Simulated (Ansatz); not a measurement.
Input file:

```yaml
crystal:
  periodic: [false, false, false]
  atoms:
    - {symbol: Ga, position_ang: [0.000000, 0.000000, 0.000000]}
    - {symbol: Be, position_ang: [0.000000, 0.000000, 2.686400]}
basis:
  gaussian: {orbitals: "6-31G*"}
total_charge: 1
correlation: {active_space: {ras: {orbitals: [2, 0, 33], electrons: 4, max_holes: 3, max_particles: 3}, fixed_orbitals: true}}
output: {forces: true}
```

```sh
$ ansatz run in.yaml --threads 1 --pin off --events-out ev --progress --plain --max-ram 2393MiB
```

The program prints:

```
450 factors; integrals over basis functions are off by at most 1.0e-3 eV
mean field evaluation 1: about -52717.0890 eV, gradient 5.5e0 eV
mean field evaluation 2: about -52717.0973 eV, gradient 5.5e0 eV
mean field evaluation 4: about -52717.2167 eV, gradient 6.9e-1 eV
mean field evaluation 8: about -52717.2219 eV, gradient 8.5e-4 eV
mean field -52717.22194542 eV, -1937.3221734777 hartree, gradient 3.8e-6 eV, S^2 0.000000; 0 other end points of the search recorded, 0 dependent functions left out
reference -52717.22194542 eV, -1937.3221734777 hartree; 17, 17 occupied and 33, 33 virtual orbitals, 450 factors
state -52719.42935842 eV, -1937.4032944093 hartree
the calculation of the forces begins
Total energy: -52719.42935842 eV, -1937.4032944093 hartree
Atom 0 at     0.000000     0.000000     0.000000 Å, force     0.000000     0.000000    -0.313415 eV/Å
Atom 1 at     0.000000     0.000000     2.686400 Å, force    -0.000000    -0.000000     0.313415 eV/Å
Dipole moment:     0.000000     0.000000     0.746416 e Å
```

Natural occupations: 1.9232 1.8340 0.0860 0.0386 0.0386 0.0260 0.0260 0.0153 0.0030 0.0022 0.0022 0.0018 0.0015 0.0003 0.0003 0.0002 0.0002 0.0002 0.0001 0.0001 0.0001 0.0001 0.0001 0.0001.

Forces (eV/Å):
```
Ga   0.000  0.000 -0.313
Be   0.000  0.000  0.313
```

Ran on 1 thread of Arm Neoverse V2, shared host: 1.3 s wall, 0.11 GiB peak host memory.
